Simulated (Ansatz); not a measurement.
Relaxation of B2H2O (5 atoms, charge 0, multiplicity 1), to a largest force component of 0.02 eV/Å in at most 50 steps.

All numbers below come from UKS PBE-D4/def2-SVP (Ansatz 0.2.0).

```xyz
5
Properties=species:S:1:pos:R:3:forces:R:3
B -0.699 -0.135 -0.345 -0.62 0.14 -0.41
B 0.615 0.470 0.163 0.43 0.62 0.00
O 0.203 -0.811 0.441 0.24 -0.95 0.52
H -1.707 -0.520 -0.766 -1.10 -0.40 -0.47
H 1.588 0.996 0.508 1.05 0.59 0.36
```

Where does it end, and by what steps?

The forces met the threshold. After 5 steps the energy has fallen by 0.109 eV; H4 moved furthest, 0.07 Å.

| step | energy less start (eV) | largest force component (eV/Å) | accepted |
| --- | --- | --- | --- |
| 0 | 0.0000 | 1.098 | yes |
| 1 | -0.0949 | 0.473 | yes |
| 2 | -0.1012 | 0.573 | yes |
| 3 | -0.1092 | 0.032 | yes |
| 4 | -0.1092 | 0.026 | yes |
| 5 | -0.1093 | 0.000 | yes |

```xyz
5
Properties=species:S:1:pos:R:3
B -0.722 -0.141 -0.356
B 0.636 0.484 0.170
O 0.204 -0.817 0.444
H -1.770 -0.550 -0.790
H 1.651 1.024 0.533
```

Whether the end is a true minimum wasn't checked by a vibrational analysis.

Run time: 11 s on 1 thread of Intel(R) Xeon(R) Platinum 8488C (Sapphire Rapids), with other jobs on the host, peak memory 0.13 GiB.
